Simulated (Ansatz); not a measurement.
**Lanthanum, dhcp: convergence with cold smearing**

Computed with Ansatz, LDA, scalar-relativistic PAW, on the relaxed cell (a = 3.600 Å, c = 11.552 Å (c/a = 3.209); spin not included). Errors count from a run at 420 eV on a Γ-centred 13×13×4 mesh with Fermi-Dirac smearing of 0.1 eV, extrapolated to zero width. Fixed here: cutoff 420 eV, mesh 10×10×3. The SCF starts from atomic densities corrected by a trained network.

```json
{"width (eV)": "0.01", "E(σ→0) error (meV/atom)": "6.2", "F error (meV/atom)": "6.3", "P (GPa)": "-0.07", "SCF iterations": "7"}
{"width (eV)": "0.03", "E(σ→0) error (meV/atom)": "6.3", "F error (meV/atom)": "6.2", "P (GPa)": "-0.07", "SCF iterations": "7"}
{"width (eV)": "0.1", "E(σ→0) error (meV/atom)": "5.6", "F error (meV/atom)": "4.5", "P (GPa)": "-0.13", "SCF iterations": "7"}
{"width (eV)": "0.2", "E(σ→0) error (meV/atom)": "3.1", "F error (meV/atom)": "2.0", "P (GPa)": "-0.12", "SCF iterations": "7"}
{"width (eV)": "0.3", "E(σ→0) error (meV/atom)": "2.3", "F error (meV/atom)": "0.0", "P (GPa)": "-0.11", "SCF iterations": "7"}
{"width (eV)": "0.6", "E(σ→0) error (meV/atom)": "-4.8", "F error (meV/atom)": "-1.7", "P (GPa)": "-0.11", "SCF iterations": "7"}
{"width (eV)": "1.0", "E(σ→0) error (meV/atom)": "17.6", "F error (meV/atom)": "-3.1", "P (GPa)": "0.32", "SCF iterations": "6"}
```
